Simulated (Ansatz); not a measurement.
```yaml
crystal:
  periodic: [false, false, false]
  atoms:
    - {symbol: C, position_ang: [-0.072478, -1.489641, 0.258319]}
    - {symbol: O, position_ang: [-0.333938, -0.478976, -0.044080]}
    - {symbol: C, position_ang: [0.385808, 0.085926, -0.154016]}
    - {symbol: C, position_ang: [-0.035802, 1.099123, -0.373298]}
    - {symbol: C, position_ang: [-0.591317, 1.529489, 0.374092]}
    - {symbol: N, position_ang: [-1.011299, 1.607163, 1.020253]}
    - {symbol: H, position_ang: [-0.723232, -1.670413, 0.340744]}
    - {symbol: H, position_ang: [0.266993, -1.241530, 0.828835]}
    - {symbol: H, position_ang: [0.361531, -1.567580, -0.282799]}
    - {symbol: H, position_ang: [0.834165, 0.131263, 0.420679]}
    - {symbol: H, position_ang: [0.746279, -0.118295, -0.670149]}
    - {symbol: H, position_ang: [0.549904, 1.603595, -0.547340]}
    - {symbol: H, position_ang: [-0.453478, 1.026444, -1.070321]}
basis:
  gaussian: {orbitals: def2-mTZVPP}
total_charge: 1
magnetization: {spin_polarized: true, initial_magnetization: 1}
hamiltonian: {xc: {name: B2GP-PLYP}, pseudopotentials: {relativity: none}}
output: {forces: true}
```

```sh
$ ansatz run in.yaml --threads 4 --pin off --events-out ev --progress --plain --max-ram 10444MiB
```

Output, abridged:

```
Functional definition: B2GP-PLYP
1450 factors; integrals over basis functions are off by at most 5.0e-4 eV
mean field evaluation 1: about -7657.7720 eV, gradient 7.7e1 eV
mean field evaluation 2: about -7657.7784 eV, gradient 7.7e1 eV
mean field evaluation 4: about -7676.9731 eV, gradient 5.5e0 eV
mean field evaluation 8: about -7677.0858 eV, gradient 4.2e-1 eV
mean field evaluation 16: about -7677.0887 eV, gradient 4.1e-3 eV
mean field -7677.08874875 eV, -282.1278077990 hartree, gradient 6.0e-6 eV, S^2 0.754861; 0 other end points of the search recorded, 0 dependent functions left out
6 core orbitals not correlated: weight in the atoms' cores, before any rotation towards them, 1.000 or more for the frozen orbitals, at most 0.000 for the correlated occupied ones
reference -7677.08884078 eV, -282.1278111811 hartree; 17, 16 occupied and 136, 137 virtual orbitals, 1450 factors
second order -26.46846713 eV of doubles, -0.00000000 eV of singles
Total energy: -7686.61748895 eV, -282.4779825424 hartree
Atom 0 at    -0.072478    -1.489641     0.258319 Å, force     1.594593   -17.663378     3.093159 eV/Å
Atom 1 at    -0.333938    -0.478976    -0.044080 Å, force   -72.094193   -24.959274     2.021921 eV/Å
Atom 2 at     0.385808     0.085926    -0.154016 Å, force    17.507155    43.775627     9.503535 eV/Å
Atom 3 at    -0.035802     1.099123    -0.373298 Å, force    11.901993     4.060999   -24.948629 eV/Å
Atom 4 at    -0.591317     1.529489     0.374092 Å, force    64.851565     1.425910  -105.597792 eV/Å
Atom 5 at    -1.011299     1.607163     1.020253 Å, force   -95.486010    20.053647   146.552663 eV/Å
Atom 6 at    -0.723232    -1.670413     0.340744 Å, force   -47.605578   -21.816761     7.387045 eV/Å
Atom 7 at     0.266993    -1.241530     0.828835 Å, force    22.024241     8.279425    37.263788 eV/Å
Atom 8 at     0.361531    -1.567580    -0.282799 Å, force    29.544937   -12.710742   -34.493952 eV/Å
Atom 9 at     0.834165     0.131263     0.420679 Å, force    25.194831     1.716949    29.333603 eV/Å
Atom 10 at     0.746279    -0.118295    -0.670149 Å, force    34.727168   -17.471068   -44.964748 eV/Å
Atom 11 at     0.549904     1.603595    -0.547340 Å, force    18.525612    16.135797    -6.731438 eV/Å
Atom 12 at    -0.453478     1.026444    -1.070321 Å, force   -10.686316    -0.827132   -18.419155 eV/Å
Dipole moment:     0.697243    -0.786469    -0.633751 e Å
```

In this input the geometry is squeezed to about two thirds of its size. The calculation finished and met its thresholds. The result belongs to that input, not to the molecule as meant.
